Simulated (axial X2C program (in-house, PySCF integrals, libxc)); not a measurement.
## SH: cheaper levels and CCSD(T), two-component

Calculated with an axial X2C code built on PySCF integrals. Two-component (2c) means X2C with spin–orbit coupling and atomic mean-field two-electron Coulomb and Gaunt terms. Basis: S dyall-av3z [9s8p3d2f], H dyall-v3z [6s2p1d] (cores contracted in-house); Gaussian nuclei, density fitting, unrestricted open shells. Masses: S 31.972 u, H 1.008 u.

State: Ω = 3/2 (⟨Sz⟩ = 0.50, ⟨Lz⟩ = 1.00 at HF); fragments S + H.

| level | Re (Å) | ωe (cm⁻¹) | De (eV) |
| --- | --- | --- | --- |
| PBE0 | 1.348 | 2697.0 | 3.66 |
| HF | 1.333 | 2835.0 | 2.50 |
| MP2 | 1.340 | 2757.2 | 3.57 |
| CCSD | 1.345 | 2707.6 | 3.63 |
| PBEsol | 1.362 | 2597.4 | 3.91 |

Correlated methods: 7 electrons correlated (number of frozen shells: S 2 s, 1 p; H none), 129 virtual spin orbitals or spinors in MP2, 89 natural virtuals in coupled cluster.

CCSD(T), same Hamiltonian and basis:

Re = 1.347 Å, ωe = 2686.0 cm⁻¹, De = 3.67 eV; T1 = 0.009 (Lee–Taylor normalisation).

Q: Give the differences from CCSD(T) in the columns below.

A: 

| level | ΔRe (Å) | Δωe (cm⁻¹) | ΔDe (eV) |
| --- | --- | --- | --- |
| PBE0 | 0.001 | 11 | -0.01 |
| HF | -0.014 | 149 | -1.17 |
| MP2 | -0.007 | 71 | -0.10 |
| CCSD | -0.002 | 22 | -0.04 |
| PBEsol | 0.015 | -89 | 0.24 |

The state is a single determinant with fixed occupations, the lowest that a limited PBE0 search found. Dissociation energies refer to the lowest single-determinant-based atoms at the same level and basis. Density functionals use the spin component along the axis (collinear). Coupled cluster ran in a truncated set of natural virtual spinors; the MP2 energy of the rest was added. (T) has no such correction and the atoms are truncated less, which lowers De at CCSD(T) by a hundredth of an eV or more. A 2c atom that is not at its ground J level misses part of its spin–orbit lowering, and De is too large by that part (0.04 eV or less for light atoms). This holds for PBE0, PBEsol. The functionals have no current-density term, which raises determinants with orbital currents, atoms included.
